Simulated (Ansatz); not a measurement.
**BF− (doublet): wave-function methods side by side, aug-cc-pVDZ**

Aim: climb from Hartree-Fock through coupled cluster for BF− (doublet) at one geometry and basis, and see what each rung misses.

The runs use Ansatz 0.2.0, Gaussian basis; aug-cc-pVDZ, core rule «outside noble gas», up to 2 orbitals frozen.

Plan: UHF; CCSD(T) on ROHF; CCSD(T) on UHF; BCCD(T) on ROHF; CISD; CCSDT(Q) on ROHF; CCSDT(Q) on UHF.

12 further runs of the same task are left out: 3 for a known fault of the program, 1 that didn't finish, 8 set aside as unsound or not needed.

## (1) What is computed

The geometry is a PBE0/def2-TZVPD stationary point (not a proven minimum) of the parent state, kept for this charge and spin.

2 atoms, charge -1, spin multiplicity 2.

Atoms are counted from 1 here; the program's logs count them from 0.

Bond lengths: B1–F2 1.403 Å.

## (2) UHF

Contents of in.yaml:

```yaml
crystal:
  periodic: [false, false, false]
  atoms:
    - {symbol: B, position_ang: [0.000000, 0.000000, 0.000000]}
    - {symbol: F, position_ang: [0.000000, 0.000000, 1.402700]}
basis:
  gaussian: {orbitals: aug-cc-pVDZ}
total_charge: -1
magnetization: {spin_polarized: true, initial_magnetization: 1}
hamiltonian: {xc: hf}
output: {orbitals: {seedname: orbitals}}
```

Started as:

```
> ansatz run in.yaml --threads 1 --pin off --events-out ev --progress --plain --max-ram 2393MiB
```

The runs that follow: CCSD(T) on ROHF; CCSD(T) on UHF; BCCD(T) on ROHF; CISD; CCSDT(Q) on ROHF; CCSDT(Q) on UHF.

**Question.** What will the summary of the whole plan be? Wanted: UCCSDT(Q) below the RHF energy; RMP2 from UCCSDT(Q); UMP2 from UCCSDT(Q); RCCSD from UCCSDT(Q); RCCSD(T) from UCCSDT(Q); UCCSD(T) from UCCSDT(Q); RCCSDT(Q) from UCCSDT(Q); T1 diagnostic.

As calculated:

| quantity | value |
| --- | --- |
| UCCSDT(Q) below the RHF energy | -8.3563 eV |
| RMP2 from UCCSDT(Q) | +16.62 kcal/mol |
| UMP2 from UCCSDT(Q) | +16.61 kcal/mol |
| RCCSD from UCCSDT(Q) | +6.61 kcal/mol |
| RCCSD(T) from UCCSDT(Q) | +0.92 kcal/mol |
| UCCSD(T) from UCCSDT(Q) | +0.91 kcal/mol |
| RCCSDT(Q) from UCCSDT(Q) | +0.10 kcal/mol |
| levels within 1 kcal/mol (43 meV) | RCCSD(T), UCCSD(T), BCCD(T), RCCSDT, UCCSDT, RCCSDT(Q) |
| T1 diagnostic | 0.028 |

In words: RCCSD(T) misses by +0.92 kcal/mol, 0.5 % of the correlation energy. These misses are within one basis, not against nature; the frozen cores of restricted and unrestricted runs differ, which can shift their rows. The highest orbital lies above zero: the basis alone holds the extra electron.
